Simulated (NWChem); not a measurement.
## A calculation on dichloromethane (CH2Cl2)

SMILES: C(Cl)Cl
```xyz
5

Cl     1.4776     0.0000    -0.2145
C      0.0000     0.0000     0.7559
Cl    -1.4776     0.0000    -0.2145
H      0.0000    -0.9015     1.3789
H      0.0000     0.9015     1.3789
```
Charge 0, spin multiplicity 1.

All runs are NWChem calculations. All single points use one geometry, from PBE0/def2-SVP, a minimum by its harmonic frequencies.

Symmetry labels belong to the abelian group C2v used in the runs, with the axes of the coordinates shown; states degenerate in a higher group split over its labels.

Question: List the lowest 4 singlet excitations that CIS/aug-cc-pVDZ gives, with oscillator strengths.

Answer: 
| state | symmetry | energy (eV) | wavelength (nm) | f |
|---|---|---|---|---|
| 1 | b2 | 7.98 | 155 | 0.000 |
| 2 | b1 | 8.16 | 152 | 0.011 |
| 3 | a2 | 8.38 | 148 | 0.000 |
| 4 | a1 | 8.60 | 144 | 0.008 |
